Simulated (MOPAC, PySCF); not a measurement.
H$_{2}$O, SMILES `O`, neutral singlet in the gas phase. 

Z-matrix (Å, degrees):
```
O
H 1 0.9747
H 1 0.9747 2 102.06
```
Charge 0, spin multiplicity 1.

All levels are single points at this geometry (PBE-D3(BJ)/def2-SVP); Pople sets use spherical d functions. Orbital energies aren't observables, and empty levels follow the basis.

| level | HOMO (eV) | LUMO (eV) | gap (eV) | dipole (D) | vertical IE, Delta-SCF (eV) |
|---|---|---|---|---|---|
| PBE-D3(BJ)/def2-TZVP in PySCF | -6.96 | -0.13 | 6.83 | 2.07 | 12.65 |
| B3LYP/3-21G in PySCF | -7.04 | 2.57 | 9.61 | 2.28 | – |
| B3LYP/6-311+G** in PySCF | -8.78 | 0.43 | 9.21 | 2.21 | – |
| B3LYP/6-31G* in PySCF | -7.90 | 1.72 | 9.62 | 2.12 | 12.34 |
| M06-2X/6-31G* in PySCF | -10.21 | 3.15 | 13.36 | 2.19 | – |
| PBE/6-31G* in PySCF | -6.17 | 1.14 | 7.30 | 2.07 | 12.30 |
| SVWN5/6-31G* in PySCF | -6.24 | 1.07 | 7.31 | 2.17 | 12.63 |
| HF/3-21G in PySCF | -13.07 | 7.02 | 20.09 | 2.47 | – |
| HF/6-31G* in PySCF | -13.54 | 5.72 | 19.26 | 2.28 | 10.80 |
| AM1 in MOPAC | -12.45 | 4.35 | 16.80 | 1.88 | – |
| PM3 in MOPAC | -12.34 | 3.98 | 16.32 | 1.79 | – |
| PM6 in MOPAC | -11.72 | 3.94 | 15.67 | 2.17 | – |
| PM7 in MOPAC | -11.99 | 3.95 | 15.94 | 2.18 | – |
